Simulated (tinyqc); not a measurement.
Worked calculation: UHF in the sto-3g basis, for BH, spin multiplicity 1. One step of it, computed by the program tinyqc.

Task: Iteration 2: diagonalisation and new density. Diagonalise F' = X^T F X, C = X C', fill 3 alpha and 3 beta electrons from the bottom; D(s) = C_occ C_occ^T. Each column has its largest component positive (the first on a tie).

F(alpha) (hartree):
```
            1B 1s      1B 2s     1B 2px     1B 2py     1B 2pz      2H 1s
1B 1s   -7.371313  -2.149484   0.000020   0.000116  -0.012278  -0.258936
1B 2s   -2.149484  -1.025574   0.013261   0.078805  -0.012221  -0.345728
1B 2px   0.000020   0.013261   0.251380  -0.002218  -0.008934  -0.002303
1B 2py   0.000116   0.078805  -0.002218   0.238573  -0.053087  -0.013687
1B 2pz  -0.012278  -0.012221  -0.008934  -0.053087  -0.010137  -0.327196
2H 1s   -0.258936  -0.345728  -0.002303  -0.013687  -0.327196  -0.219816
```

F(beta) (hartree):
```
            1B 1s      1B 2s     1B 2px     1B 2py     1B 2pz      2H 1s
1B 1s   -7.371313  -2.149484  -0.000020  -0.000116  -0.012278  -0.258936
1B 2s   -2.149484  -1.025574  -0.013261  -0.078805  -0.012221  -0.345728
1B 2px  -0.000020  -0.013261   0.251380  -0.002218   0.008934   0.002303
1B 2py  -0.000116  -0.078805  -0.002218   0.238573   0.053087   0.013687
1B 2pz  -0.012278  -0.012221   0.008934   0.053087  -0.010137  -0.327196
2H 1s   -0.258936  -0.345728   0.002303   0.013687  -0.327196  -0.219816
```

X:
```
            1B 1s      1B 2s    1B 2px    1B 2py     1B 2pz      2H 1s
1B 1s    1.029741  -0.147780  0.000000  0.000000  -0.007300   0.021926
1B 2s   -0.147780   1.078132  0.000000  0.000000   0.054593  -0.193616
1B 2px   0.000000   0.000000  1.000000  0.000000   0.000000   0.000000
1B 2py   0.000000   0.000000  0.000000  1.000000   0.000000   0.000000
1B 2pz  -0.007300   0.054593  0.000000  0.000000   1.060346  -0.215124
2H 1s    0.021926  -0.193616  0.000000  0.000000  -0.215124   1.107483
```

Give: F' = X^T F X; orbital energies; coefficients C; F' = X^T F X; orbital energies; coefficients C; D(alpha) after iteration 2; D(beta) after iteration 2.

Result:

F' = X^T F X (alpha) (hartree):
```
        1       2       3       4       5       6
1  -7.194  -1.114  -0.002  -0.011  -0.032   0.004
2  -1.114  -0.541   0.014   0.085   0.090  -0.240
3  -0.002   0.014   0.251  -0.002  -0.008  -0.003
4  -0.011   0.085  -0.002   0.239  -0.049  -0.019
5  -0.032   0.090  -0.008  -0.049   0.132  -0.368
6   0.004  -0.240  -0.003  -0.019  -0.368  -0.003
```

orbital energies (alpha) (hartree): MO1 -7.376, MO2 -0.498, MO3 -0.250, MO4 0.252, MO5 0.257, MO6 0.499

coefficients C (alpha):
```
           MO1     MO2     MO3     MO4     MO5     MO6
1B 1s    0.993  -0.251  -0.151   0.000  -0.045   0.098
1B 2s    0.027   0.808   0.588   0.000   0.164  -0.445
1B 2px   0.000  -0.012  -0.029   0.986   0.163   0.001
1B 2py   0.000  -0.071  -0.171  -0.166   0.969   0.003
1B 2pz   0.003   0.121  -0.563   0.000  -0.088  -0.914
2H 1s   -0.005   0.384  -0.555   0.000  -0.073   0.922
```

F' = X^T F X (beta) (hartree):
```
        1       2       3       4       5       6
1  -7.194  -1.114   0.002   0.011  -0.032   0.004
2  -1.114  -0.541  -0.014  -0.085   0.090  -0.240
3   0.002  -0.014   0.251  -0.002   0.008   0.003
4   0.011  -0.085  -0.002   0.239   0.049   0.019
5  -0.032   0.090   0.008   0.049   0.132  -0.368
6   0.004  -0.240   0.003   0.019  -0.368  -0.003
```

orbital energies (beta) (hartree): MO1 -7.376, MO2 -0.498, MO3 -0.250, MO4 0.252, MO5 0.257, MO6 0.499

coefficients C (beta):
```
           MO1     MO2     MO3     MO4     MO5     MO6
1B 1s    0.993  -0.251  -0.151   0.000   0.045   0.098
1B 2s    0.027   0.808   0.588   0.000  -0.164  -0.445
1B 2px   0.000   0.012   0.029   0.986   0.163  -0.001
1B 2py   0.000   0.071   0.171  -0.166   0.969  -0.003
1B 2pz   0.003   0.121  -0.563   0.000   0.088  -0.914
2H 1s   -0.005   0.384  -0.555   0.000   0.073   0.922
```

D(alpha) after iteration 2:
```
         1B 1s   1B 2s  1B 2px  1B 2py  1B 2pz   2H 1s
1B 1s    1.071  -0.265   0.007   0.043   0.058  -0.017
1B 2s   -0.265   0.999  -0.027  -0.158  -0.233  -0.016
1B 2px   0.007  -0.027   0.001   0.006   0.015   0.011
1B 2py   0.043  -0.158   0.006   0.034   0.088   0.068
1B 2pz   0.058  -0.233   0.015   0.088   0.331   0.359
2H 1s   -0.017  -0.016   0.011   0.068   0.359   0.456
```

D(beta) after iteration 2:
```
         1B 1s   1B 2s  1B 2px  1B 2py  1B 2pz   2H 1s
1B 1s    1.071  -0.265  -0.007  -0.043   0.058  -0.017
1B 2s   -0.265   0.999   0.027   0.158  -0.233  -0.016
1B 2px  -0.007   0.027   0.001   0.006  -0.015  -0.011
1B 2py  -0.043   0.158   0.006   0.034  -0.088  -0.068
1B 2pz   0.058  -0.233  -0.015  -0.088   0.331   0.359
2H 1s   -0.017  -0.016  -0.011  -0.068   0.359   0.456
```
